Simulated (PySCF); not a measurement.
## Electronic absorption of C5H9P

C5H9P.
Numbering: `[CH2:1]=[CH:2][C@@H:3]1[PH:4][C@H:5]1[CH3:6]` (hydrogens: H7, H8 on C1; H9 on C2; H10 on C3; H11 on P4; H12 on C5; H13, H14, H15 on C6)

Method used: TDDFT PBE0/def2-SVPD, vertical, gas phase, core orbitals frozen in the response in PySCF. The structure is a single GFN2-xTB conformer in the gas phase; no vibrational or solvent corrections.

```tsv
state	E (eV)	E (hartree)	f	|μ| (D)	main configurations (H = HOMO, L = LUMO)
S1	5.79	0.2127	0.252	3.39	H→L (63%), H→L+1 (30%)
S2	6.05	0.2223	0.156	2.61	H→L+1 (64%), H→L (21%)
S3	6.16	0.2265	0.018	0.87	H-1→L (88%)
S4	6.52	0.2395	0.188	2.76	H→L+2 (85%)
S5	6.77	0.2489	0.0061	0.49	H→L+3 (52%), H-1→L+1 (30%)
S6	6.86	0.2521	0.039	1.22	H→L+3 (38%), H-1→L+1 (38%)
S7	7.00	0.2573	0.026	0.99	H→L+4 (84%)
S8	7.10	0.2608	0.063	1.54	H-1→L+2 (53%), H-2→L (34%)
```

Triplets (Tamm–Dancoff): T1 3.94 eV, H→L (84%); T2 5.18 eV, H-1→L (63%), H-1→L+1 (14%); T3 5.22 eV, H→L+2 (32%), H→L+1 (18%), H-2→L (14%).

The lowest singlet comes at 214 nm (559 kJ/mol) in the ultraviolet; it is strong; its leading configuration is HOMO→LUMO (63%). The lowest level is also the most intense of those listed (f = 0.252). Löwdin shares by element: HOMO carbon 58% or more, phosphorus 25% (atoms not listed hold the other 17%); LUMO carbon 50% or more, phosphorus 29% (atoms not listed hold the other 21%). Weighted by f, the mean energy of these states is 6.25 eV. Orbital energies (eV): HOMO-3 -9.55, HOMO-2 -8.58, HOMO-1 -7.52, HOMO -6.69, LUMO -0.22, LUMO+1 0.47, LUMO+2 0.82. Of the 8 states listed, 7 reach f = 0.01 and none stays under 0.0005. Singlets were solved by full linear response, triplets in the Tamm–Dancoff approximation.

On one thread, Arm Neoverse V1 (aarch64), shared host with 32 logical CPUs at a one-minute load of 16, this took 33 s of wall time and 0.78 GiB of memory at its peak.
